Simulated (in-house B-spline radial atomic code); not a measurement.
Results of a calculation; reference values are marked as such.
Al ion on P atom: potential, deflection and energy transfer

The pair potential comes from two frozen, spherical free-atom densities (PBE, B-spline radial code, scalar-relativistic past argon): electrostatics plus the change in Thomas-Fermi kinetic and Dirac exchange energy where they overlap, the recipe behind the universal ZBL potential, which averages such potentials (from solid-state densities) over many pairs. It is written V = (Z1 Z2 e²/r) φ(r/a), with e² = 14.3996 eV·Å and a = 0.46850 Å/(Z1^0.23 + Z2^0.23); ZBL's fit is φ = 0.18175 e^(−3.1998x) + 0.50986 e^(−0.94229x) + 0.28022 e^(−0.4029x) + 0.02817 e^(−0.20162x). Where φ falls below 4e-4 it is continued as an exponential.

Masses 26.98 and 30.97 u.

```tsv
x = r/a	φ, this pair	φ, ZBL
0.1	0.9039	0.8928
0.25	0.7859	0.7647
0.5	0.6416	0.6096
1	0.4498	0.4164
1.5	0.3274	0.2995
2	0.2432	0.2218
3	0.1435	0.1292
4	0.08934	0.08026
5	0.05744	0.05224
6.5	0.03252	0.02914
8	0.02006	0.01705
10	0.01054	0.008778
12	0.00519	0.00474
14.5	0.002012	0.002328
17	0.0007623	0.001212
```

**Question.** At x = 0.5 the electrostatic, kinetic and exchange parts are 23531.26, 4881.91 and -204.21 eV. Find r, V and φ.

**Answer.** a = 0.46850/(1.8039 + 1.8642) = 0.12772 Å, so r = 0.06386 Å. V = 23531.26 + 4881.91 + (-204.21) = 28208.96 eV. The bare repulsion is 13 × 15 × 14.3996/0.06386 = 43969 eV, so φ = 0.6416, +5.3 % against ZBL's 0.6096. The kinetic (Pauli) term is 17 % of V here.

**Question.** The ion comes in at 4.114 keV with impact parameter 0.6386 Å. The scattering integral gives a centre-of-mass angle of 11.63° and a closest approach of 5.264 a. What are the reduced energy, the energy passed on and the laboratory angles?

**Answer.** ε = E a M2/(Z1 Z2 e² (M1 + M2)) = 4114 × 2.4309e-05 = 0.1. The most that one collision can pass on is γE with γ = 4 M1 M2/(M1 + M2)² = 0.9953. Here T = γE sin²(θ/2) = 0.9953 × 4114 × 0.01026 = 42.01 eV. The ion turns by arctan(sin θ/(cos θ + M1/M2)) = 6.2°, and the struck atom leaves at (180° − θ)/2 = 84.2°. The closest approach is 0.672 Å. With ZBL the angle would be 10.78° and T = 36.15 eV.
